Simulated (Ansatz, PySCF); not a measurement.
System: NO₂ (charge 0, doublet). It need not be the lowest isomer of its formula. 
Structure (B3LYP-D3(BJ)/def2-TZVP (Ansatz, an electronic-structure program) minimum search):
```xyz
3

N      0.0007    -0.0065     0.3208
O      0.0274     1.0999    -0.1182
O     -0.0281    -1.0942    -0.1625
```
Charge 0, spin multiplicity 2.

Total electronic energies in hartree. Valence correlation only, unless marked. Open shells are spin-unrestricted. No spin-orbit coupling. Non-relativistic. CBS marks a two-point X^-3 extrapolation of the correlation energy; Hartree-Fock from the larger set. The bracket is a focal-point correction in the basis named.

| level | program | energy (Eh) |
|---|---|---|
| HF/6-31G* | Ansatz | -204.02877 |
| HF/cc-pVTZ | Ansatz | -204.11090 |
| PBE-D3(BJ)/def2-TZVPD | Ansatz + dftd3 | -204.98397 |
| PBE-D4/def2-TZVPD | Ansatz + dftd4 | -204.98400 |
| BLYP/def2-TZVPD | Ansatz | -205.16671 |
| revPBE-D3(BJ)/def2-TZVPD | Ansatz + dftd3 | -205.13664 |
| revPBE/def2-TZVPD | Ansatz | -205.13416 |
| BP86-D3(BJ)/def2-TZVPD | PySCF + dftd3 | -205.19319 |
| TPSS/def2-TZVPD | PySCF | -205.20736 |
| PBE0-D3(BJ)/def2-TZVP | Ansatz + dftd3 | -204.95415 |
| PBE0/def2-TZVP | Ansatz | -204.95343 |
| BHLYP-D4/def2-TZVPD | Ansatz + dftd4 | -205.04843 |
| r2SCAN0-D4/def2-TZVPD | Ansatz + dftd4 | -205.03042 |
| PW6B95/def2-TZVPD | PySCF | -205.39461 |
| HSE06-D3(BJ)/def2-TZVPD | Ansatz + dftd3 | -204.94677 |
| LC-wPBE-D3(BJ)/def2-TZVPD | Ansatz + dftd3 | -205.04216 |
| MP2/cc-pVDZ | Ansatz | -204.58812 |
| MP2/cc-pVTZ | Ansatz | -204.77924 |
| RI-MP2/aug-cc-pVQZ | Ansatz | -204.85111 |
| CCSD(T)/aug-cc-pVTZ | Ansatz | -204.81697 |
| RI-MP2/CBS(cc-pVTZ,cc-pVQZ)+[CCSD(T)-MP2]/cc-pVDZ | Ansatz | -204.8950 |
| RI-MP2/CBS(cc-pVTZ,cc-pVQZ)+[CCSD(T)-MP2]/cc-pVQZ | Ansatz | -204.8980 |
| CCSD(T)/CBS(cc-pVTZ,cc-pVQZ) | Ansatz | -204.8965 |

Totals of different functionals don't rank their quality; only differences between species are comparable.
